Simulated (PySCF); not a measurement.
# Core binding energy against partial charge

Species: N-allylmethylamine, C4H9N.
SMILES with atom numbers: `[CH2:1]=[CH:2][CH2:3][NH:4][CH3:5]`

Binding energies: delta-SCF UKS SCAN, pcX-2 on the ionised atom, pcseg-1 elsewhere, spin-free X2C (PySCF 2.14.0). Charges: PBE0/pcSseg-1 ground-state density, for the ionised atom.

| atom | environment | C 1s (eV) | Mulliken (e) | IAO (e) | Hirshfeld (e) | ESP (e) |
| --- | --- | --- | --- | --- | --- | --- |
| C1 | terminal =CH2 carbon | 290.20 | -0.170 | -0.318 | -0.106 | -0.439 |
| C2 | alkene CH carbon | 290.47 | -0.249 | -0.131 | -0.040 | -0.222 |
| C5 | N-methyl carbon | 291.38 | -0.122 | -0.296 | -0.071 | -0.117 |
| C3 | sp3 carbon bound to nitrogen | 291.40 | -0.002 | -0.145 | -0.026 | +0.194 |

Question: Give the correlation coefficient and slope of binding energy on charge for each scheme.

Answer: ESP: r = 0.86, slope 2.0 eV per e; Mulliken: r = 0.76, slope 4.6 eV per e; Hirshfeld: r = 0.53, slope 9.3 eV per e; IAO: r = 0.16, slope 1.0 eV per e. ESP charges have the highest r, on only 4 points.

Question: The point-charge model writes a binding energy as kq + V + constant, with V the potential of the other atoms' charges at the site. What does it give with the Mulliken charges?

Answer: V = Σ 14.40 eV Å × q/r over all other atoms: +1.40 eV at C1, +1.23 eV at C2, +0.87 eV at C5, -1.75 eV at C3. Fitting binding energy − V to q gives k = 17.3 eV per e and leaves an rms residual of 0.68 eV, against 0.35 eV for the fit on q alone. The model has no term for differences in relaxation between sites.

The structure is a single PBE0-D3(BJ)/def2-SVP conformer in the gas phase; no vibrational or solvent corrections.

Shape of the structure used: `[CH2:1]=[CH:2][CH2:3][NH:4][CH3:5]`: C1–C2–C3–N4 128°, C2–C3–N4–C5 176°.
